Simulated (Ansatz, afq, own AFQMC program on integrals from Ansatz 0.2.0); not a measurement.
H2O + S, triplet: a scan with AFQMC

```xyz
4

O    -0.9166   -0.2316    0.0000
H    -1.1659    0.6949    0.0000
H     0.0430   -0.2316    0.0000
S     2.0394   -0.2316    0.0000
```

A hydrogen atom is moved from one rigid fragment to the other; the O1–H3 distance tells how far. The two fragments are held close together, so this isn't a minimum-energy path and the start is a compressed complex. Energies in eV count from this geometry (0.960 Å) at the same level; the start stands on UHF, each point on the determinant named.

Basis cc-pVTZ. Only valence electrons are correlated. AFQMC by an in-house program on the Cholesky factors that Ansatz 0.2.0 writes for its CCSD(T) run. ph-AFQMC/CISD is guided by a CISD state made of CCSD amplitudes; releasing the constraint for a short imaginary time cuts its bias at the price of noise, slowly where states lie close. ± is one standard error of the sampling.

Cautions, each for one point or more: lower spins were not checked; the ph-AFQMC/CISD walk drifts between its halves; the search met a lower determinant of the same kind, perhaps of another symmetry, and this one is a saddle point; unrestricted determinant slightly spin contaminated; unrestricted determinant spin contaminated.

```tsv
r(O1–H3) / Å	det.	T1	weight	⟨S²⟩	CCSD(T)	ph-AFQMC/CISD	CCSD	r2SCAN
1.136	UHF	0.022	0.86	2.01	0.590	0.590 ± 0.008	0.625	0.382
1.224	UHF	0.036	0.84	2.03	1.053	1.045 ± 0.009	1.131	0.687
1.312	UHF	0.033	0.84	2.11	1.407	1.391 ± 0.008	1.478	0.931
1.400	UHF	0.031	0.84	2.08	1.571	1.565 ± 0.008	1.624	1.067
1.576	UHF	0.019	0.87	2.03	1.547	1.529 ± 0.007	1.543	1.156
```

Weight is that of the determinant in the CISD state; at the start T1 is 0.011 and the weight 0.88, and ⟨S²⟩ is 2.01. Largest departures from phaseless AFQMC with a CISD trial: CCSD(T) 0.019 eV at 1.576 (on UHF), CCSD 0.087 eV at 1.312 (on UHF), r2SCAN -0.498 eV at 1.400. The walk's constraint bias lies outside its error bars, so these are departures and not errors. Functionals count only at points shown to share the start's state and spin.

Some points may be missing: those where a free walk finds a much lower state, and past Zn most of those on another determinant than at the start.

A walk keeps the symmetry of its determinant, which the program's search chose and which needn't be the lowest solution, so a lower state of the same spin and another symmetry isn't excluded.
